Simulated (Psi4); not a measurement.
# AlNH4 (AlH2(NH2)), run twice

Wanted: the energy of AlNH4 (AlH2(NH2)), FNO-CCSD/6-311+G* (sfX2C, density fitting, occ tolerance 1e-06).

The results are computed with Psi4 1.11.

9 further runs of the same task are left out: 2 that didn't finish, 7 set aside as unsound or not needed.

**1. Starting point**

AlNH4 has 6 atoms, charge 0, and is taken as a singlet. SMILES: `[H][Al]([H])[NH2]`. Geometry: a GFN2-xTB relaxation, a rough one for these elements and not checked as a minimum.

Bond lengths: Al1–N4 1.775 Å, Al1–H2 1.541 Å, Al1–H3 1.542 Å, N4–H5 1.014 Å, N4–H6 1.014 Å. Angles: Al1–N4–H5 127.0°, Al1–N4–H6 126.7°, H2–Al1–N4 121.7°, H3–Al1–N4 121.7°, H5–N4–H6 106.3°, H2–Al1–H3 116.6°.

**2. Try one**

alh4n.py

```python
import psi4

psi4.set_memory('1600 MB')
psi4.set_num_threads(1)
psi4.core.set_output_file('psi4.out', False)

mol = psi4.geometry("""
Al     0.411220     0.709780     0.004090
H      1.951140     0.754090     0.040220
H     -0.317540     2.068550    -0.020570
N     -0.477760    -0.827010    -0.006690
H     -0.803830    -1.337930    -0.819770
H     -0.763230    -1.367490     0.802720
symmetry c1
""")

psi4.set_options({
    'freeze_core': True,
    'occ_tolerance': 1e-06,
    'maxiter': 4,
    'fail_on_maxiter': False,
    'relativistic': 'x2c',
})

e = psi4.energy("fno-ccsd/6-311+G*", molecule=mol)
print(f'total energy {e:.8f} hartree = {e * 27.211386:.5f} eV')
for k, v in sorted(psi4.core.scalar_variables().items()):
    print(f'{k:45s} {v:18.10f}')
```

On the command line:

```
$ python alh4n.py
```

psi4.out:

```text
Relativistic analytic gradients are not implemented yet, re-routing to finite differences.

   => Loading Basis Set <=

    Name: 6-311+G*
    Role: ORBITAL
    Keyword: BASIS

         ---------------------------------------------------------
                                   SCF
                              RHF Reference
                        1 Threads,   1525 MiB Core
         ---------------------------------------------------------

  ==> Geometry <==

    Molecular point group: c1
    Full point group: C1

    Geometry (in Angstrom), charge = 0, multiplicity = 1:

       Center              X                  Y                   Z               Mass
    ------------   -----------------  -----------------  -----------------  -----------------
         AL           0.311870679926     0.538986807531     0.003661389950    26.981538530000
         H            1.851790679926     0.583296807531     0.039791389950     1.007825032230
         H           -0.416889320074     1.897756807531    -0.020998610050     1.007825032230
         N           -0.577109320074    -0.997803192469    -0.007118610050    14.003074004430
         H           -0.903179320074    -1.508723192469    -0.820198610050     1.007825032230
         H           -0.862579320074    -1.538283192469     0.802291389950     1.007825032230

[... 103 lines left out ...]
   @RHF iter SAD:  -298.27004565317526   -2.98270e+02   0.00000e+00
[... 2 lines left out ...]
   @RHF iter   3:  -299.14697869184545   -4.52568e-02   4.81808e-04 DIIS/ADIIS
[... 2 lines left out ...]
PsiException: Could not converge SCF iterations in 4 iterations.
[... 1 line left out ...]
  Energy and/or wave function did not converge, but proceeding anyway.
[... 32 lines left out ...]
    Nuclear Repulsion Energy =             52.4972812979861487
[... 2 lines left out ...]
    Total Energy =                       -299.1476596775991652
[... 16 lines left out ...]
 Dipole Z            :         -0.0000481           -0.0025448           -0.0025929
[... 58 lines left out ...]
        OS MP2 correlation energy:            -0.180973218275
[... 2 lines left out ...]
      * MP2 total energy:                   -299.379346643145
[... 56 lines left out ...]
  ==> Input parameters <==

        Freeze core orbitals?                 yes
        Use frozen natural orbitals?          yes
        r_convergence:                  1.000e-07
        e_convergence:                  1.000e-06
        Number of DIIS vectors:                 8
        Number of frozen core orbitals:         6
        Number of active occupied orbitals:     6
        Number of active virtual orbitals:     48
        Number of frozen virtual orbitals:      4

  ==> Memory <==

        available memory =                           1525.88 mb
        minimum memory requirements for CCSD =          1.94 mb

  ==> Define tiling <==

        v(ab,cd) diagrams will be evaluated in   1 blocks.
        v(ab,ci) diagrams will be evaluated in   1 blocks over ov2.
        v(ab,ci) diagrams will be evaluated in   1 blocks over ov.

  Allocate cpu memory (    12.49 mb).....done.
  Initialize cpu memory..................done.

  ==> MP4(SDQ) <==

        1st-order doubles amplitudes...............done.
        MP2 energy.................................done.
        MP3 energy.................................done.
        2nd-order singles and doubles amplitudes...done.
        MP4(SD)....................................done.
        MP4(Q).....................................done.

  Begin singles and doubles coupled cluster iterations

   Iter  DIIS          Energy       d(Energy)          |d(T)|     time
      0   0 1   -0.2515788309   -0.2515788309    0.0172769150        0
      1   1 1   -0.2529481332   -0.0013693023    0.0075331180        0
      2   2 1   -0.2541458858   -0.0011977526    0.0036397968        0
      3   3 1   -0.2541002284    0.0000456574    0.0006871985        0
```

On the terminal:

```text
Traceback (most recent call last):
  File "alh4n.py", line 25, in <module>
    e = psi4.energy("fno-ccsd/6-311+G*", molecule=mol)
RuntimeError:
Fatal Error:   CCSD iterations did not converge.
```

Wall time 7.2 s (1 thread of Intel Xeon Platinum 8259CL at 2.50GHz (Skylake/Cascade Lake), shared host); peak memory 0.31 GiB.

**3. Reading the log**

The SCF stopped at its cap without converging, and the program went on all the same: the numbers that follow in the log rest on unconverged orbitals.

The telling line is `Fatal Error:   CCSD iterations did not converge.`. The cause is that the iteration cap is too low for convergence. The sound input differs in these keys, not all of which need be the cause: iteration cap at its default in place of 4; fail on maxiter at its default in place of no.

**4. Second attempt**

run.py

```python
import psi4

psi4.set_memory('1600 MB')
psi4.set_num_threads(1)
psi4.core.set_output_file('run.log', False)

mol = psi4.geometry("""
0 1
Al     0.411220     0.709780     0.004090
H      1.951140     0.754090     0.040220
H     -0.317540     2.068550    -0.020570
N     -0.477760    -0.827010    -0.006690
H     -0.803830    -1.337930    -0.819770
H     -0.763230    -1.367490     0.802720
symmetry c1
""")

options = {'freeze_core': True, 'occ_tolerance': 1e-06, 'relativistic': 'x2c'}
psi4.set_options(options)

result = psi4.energy('fno-ccsd/6-311+G*', molecule=mol)
print(f'fno-ccsd/6-311+G* energy: {result:.10f} Eh')
for k, v in sorted(psi4.core.scalar_variables().items()):
    print(f'{k:45s} {v:18.10f}')
```

On the command line:

```
$ python run.py
```

run.log:

```text
[...]
  Running in c1 symmetry.
[...]
  Nuclear repulsion =   52.497281297986149
[...]
  Multiplicity = 1
[...]
  Nalpha       = 12
  Nbeta        = 12
[...]
    Number of basis functions: 64
[...]
    WARNING: The X2C and Dirac Hamiltonians have substatially different eigenvalues!
             This is probably caused by the recontraction of the basis set.
[...]
   @RHF iter   1:  -299.01989911894134   -7.49853e-01   8.55167e-03 DIIS/ADIIS
[...]
   @RHF iter  11:  -299.14769631897281   -1.47793e-12   2.52670e-09 DIIS
[...]
    Orbital Energies [Eh]
    ---------------------
    Doubly Occupied:
       1A    -58.562953     2A    -15.521531     3A     -4.894204
       4A     -3.191070     5A     -3.188829     6A     -3.188176
       7A     -1.102240     8A     -0.626201     9A     -0.603346
      10A     -0.491987    11A     -0.439804    12A     -0.373698
[...]
  @RHF Final Energy:  -299.14769631897281
   => Energetics <=
    Nuclear Repulsion Energy =             52.4972812979861487
    One-Electron Energy =                -518.9218763418352864
    Two-Electron Energy =                 167.2768987248763324
    Total Energy =                       -299.1476963189728053
[...]
 Multipole Moments:
 ------------------------------------------------------------------------------------
     Multipole            Electronic (a.u.)      Nuclear  (a.u.)        Total (a.u.)
 ------------------------------------------------------------------------------------
 L = 1.  Multiply by 2.5417464519 to convert [e a0] to [Debye]
 Dipole X            :          0.3614457           -0.5977273           -0.2362816
 Dipole Y            :          0.6216324           -1.0275322           -0.4058998
 Dipole Z            :         -0.0000511           -0.0025448           -0.0025959
 Magnitude           :                                                    0.4696705
[...]
      * MP2 total energy:                   -299.379402471819
[...]
      * MP2 total energy:                   -299.379402471819
[...]
      * MP3 total energy:                   -299.394712017098
[...]
      * CCSD total energy:                  -299.401806328758
[...]
```

It took 6.6 s on 1 thread of Intel Xeon Platinum 8259CL at 2.50GHz (Skylake/Cascade Lake), shared host; peak memory 0.3 GiB.

**5. What came out**

At FNO-CCSD/6-311+G* (sfX2C, density fitting, occ tolerance 1e-06):

| quantity | value |
| --- | --- |
| total energy | -299.40181 Eh |
| HOMO energy (Hartree–Fock orbitals) | -10.17 eV |
| LUMO energy (Hartree–Fock orbitals) | 1.77 eV |
| HOMO–LUMO gap (Hartree–Fock orbitals) | 11.94 eV |
| correlation energy (6 core orbitals frozen) | -254.1 mEh |
| T1 diagnostic | 0.012 |
